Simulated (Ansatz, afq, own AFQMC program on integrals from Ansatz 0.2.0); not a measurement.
## Where AFQMC and coupled cluster stand for GeH2O, singlet

```yaml
atoms:
  - { symbol: Ge, position_ang: [0.0000, -0.0653, 0.3350] }
  - { symbol: O, position_ang: [0.0000, 0.2373, -1.4299] }
  - { symbol: H, position_ang: [0.0000, 1.5271, 0.4808] }
  - { symbol: H, position_ang: [0.0000, -0.5848, -1.9282] }
```

Connectivity, by distances: GeH–OH.

Basis cc-pVTZ. Noble-gas cores (and the filled d shells of Ga–Kr and In–Xe) are frozen. Ansatz 0.2.0 and our own AFQMC program on the same integrals; the CISD trial comes from CCSD amplitudes, and released means the phaseless constraint is let go. Error bars are statistical, one sigma. No spin–orbit coupling.

Determinant: RHF, the one that the program's search chose, which needn't be the lowest solution. The geometry is a point of a scan.

No full CI on the walks' own integrals is used here; CCSDT(Q) serves as the reference and is uncertain by about the last step of the cluster series.

Cautions: no relativity below Rb; no spin-orbit coupling; inner d shell frozen.

* T1 diagnostic: 0.0183
* weight of the determinant in the CISD state: 0.871
* size of the correlated space: 12 electrons in 86 orbitals

| level | correlation energy (eV) |
| --- | --- |
| MP2 | -9.4662 |
| CCSD | -9.9035 |
| CCSD(T) | -10.2746 |

Task: Estimate where phaseless AFQMC with a CISD trial lies against CCSD(T) on the same integrals.

Result: 33.4 ± 5.6 meV below CCSD(T).

Reference: CCSDT(Q), correlation energy -10.311 eV. The released energy is read at 2.40 1/Eh (meV from the phaseless value at times in 1/Eh: 7 ± 4 at 0.24, 2 ± 4 at 0.51, 5 ± 5 at 0.99, 10 ± 6 at 1.62, 5 ± 5 at 2.40).

```
         level  E − E(reference) (meV)  share of correlation (%)
       CCSD(T)                    35.9                     99.65
         CCSDT                    23.3                     99.77
 ph-AFQMC/CISD               2.4 ± 5.6                     99.98
released AFQMC               7.2 ± 5.1                     99.93
```

A walk keeps the symmetry of its determinant, which the program's search chose and which needn't be the lowest solution, so a lower state of the same spin and another symmetry isn't excluded. Released energies are given only where the last usable release times agree within the noise; a slower fall can still hide under it.
